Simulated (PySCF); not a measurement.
## How well do the runs reproduce experiment for methanimine?

**The experiment to reproduce.**

From NIST CCCBDB Release 22 (SRD 101), experimental dipoles, for the gas: dipole moment 2 D.

How close the calculation comes is told at the end.

Species: methanimine, CH3N.
Numbering: `[CH2:1]=[NH:2]` (hydrogens: H3, H4 on C1; H5 on N2)

Geometry (GFN2-xTB, Å), atoms numbered from 1 in this order:
```
atom  x, y, z in Å
C1    -0.3882    0.0078   -0.1751
N2     0.7362   -0.5328   -0.2214
H3    -0.6150    1.0610   -0.3748
H4    -1.2354   -0.6144    0.0873
H5     1.5111    0.0812   -0.4716
```

Runs made with PySCF (gas phase, on this GFN2-xTB geometry; no spin–orbit coupling):

```tsv
level	job	basis functions	wall time
PBE0/pcSseg-1	shieldings, charges and field gradients	49	2.0 s
CAM-B3LYP/def2-SVPD	8 singlets by full TDDFT, 3 Tamm–Dancoff triplets, polarisability	64	2.0 s
B3LYP/pcJ-1	spin–spin couplings from 5 perturbed nuclei	84	1.9 s
```

Hardware: Arm Neoverse V1, one thread (shared host).

Results beside the measurements:

**Dipole moment.** Measured: 2 D (NIST CCCBDB Release 22 (SRD 101), experimental dipoles).

| level | computed (D) | computed − measured (D) | % (from the printed values) |
| --- | --- | --- | --- |
| PBE0/pcSseg-1 | 1.97 | -0.03 | -2 |
| CAM-B3LYP/def2-SVPD | 1.97 | -0.03 | -2 |
| B3LYP/pcJ-1 | 1.93 | -0.07 | -4 |

All 3 levels lie below the measurement. The computed dipoles belong to one fixed geometry; measured ones are averaged over vibrations unless marked μe. Magnitudes are compared, not signs.

No measured geometry was used, and the causes of the misses weren't examined.
